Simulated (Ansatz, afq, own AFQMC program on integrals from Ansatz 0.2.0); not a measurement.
Two steps: Ansatz 0.2.0 writes the Fock matrix and Cholesky factors of the valence space, and afq projects on them the lowest state that overlaps trial and start.

```yaml
crystal:
  periodic: [false, false, false]
  atoms:
    - {symbol: Al, position_ang: [0.000000, -0.116910, 0.689663]}
    - {symbol: N, position_ang: [0.000000, 0.120104, -1.440643]}
    - {symbol: H, position_ang: [0.000000, 1.460558, 1.558109]}
basis:
  gaussian: {orbitals: cc-pVDZ}
magnetization: {spin_polarized: true, initial_magnetization: 3}
correlation: {method: ccsd_t, electrons: outside_noble_gas, hamiltonian_folder: ham}
```

```sh
$ ansatz run in.yaml --threads 1 --pin off --events-out ev --progress --plain --max-ram 1382MiB
```

afq runs on the folder ham with

```
--method free --trial cisd --walkers 60 --time-step 0.03 --max-blocks 80 --target-error 0.00036 --factor-cut 1e-05 --seed 7246 --times 0,0.3,0.6,1.2,1.8,2.4,3.6,4.8,6 --taylor-order 8
```

Times are imaginary, in 1/Eh. The walk had a cap of 671 s.

Log:

```
orbitals 31  electrons 6 3  factors 216 of 360
reference energy -296.84215463 Eh
CCSD correlation -0.17374439 Eh in 17 cycles, weight of the determinant in the CISD state 0.8921
repeat  energy at the last time / Eh  error
    10  -297.022375  0.001059
    20  -297.022309  0.000940
    30  -297.021502  0.000690
    40  -297.022542  0.000755
    50  -297.021489  0.001135
    60  -297.021431  0.000949
    70  -297.021734  0.000862
    80  -297.021643  0.000764
time / (1/Eh)  energy / Eh  error  mean overlap
  0.00  -297.015761  0.000107  1.1203
  0.30  -297.018551  0.000146  1.1270
  0.60  -297.019605  0.000162  1.1325
  1.20  -297.021122  0.000176  1.1280
  1.80  -297.021331  0.000206  1.1385
  2.40  -297.021334  0.000240  1.1506
  3.60  -297.022233  0.000303  1.1269
  4.80  -297.021933  0.000407  1.1403
  6.00  -297.021643  0.000764  1.1726
energy -297.021643 +/- 0.000764 Eh
```

The run passed its tests (error under three times the target), which doesn't prove that it has relaxed.

Against this walk (error 20.8 meV) on the same determinant: CCSD(T) 39.8 meV higher (within the noise), CCSDT(Q) 7.1 meV lower (within the noise). The error is statistical, and a free projection of finite length keeps a remainder of its start.

Cautions: remainder of the start not in the error; error above the target (20.8 against 9.8 meV); lower spins were not checked; higher spins were not checked; unrestricted determinant slightly spin contaminated (⟨S²⟩ 3.84 against 3.75).

The walk took 3.4 min on 1 thread of Arm Neoverse V1, on a shared host. The log's last line is the free-projection energy.

CCSDT and higher add their correlation energy to the determinant of the CCSD(T) run, since their own runs factorise the integrals more tightly (a shift of under 2 meV). A walk keeps the symmetry of its determinant, which the program's search chose and which needn't be the lowest solution, so a lower state of the same spin and another symmetry isn't excluded.
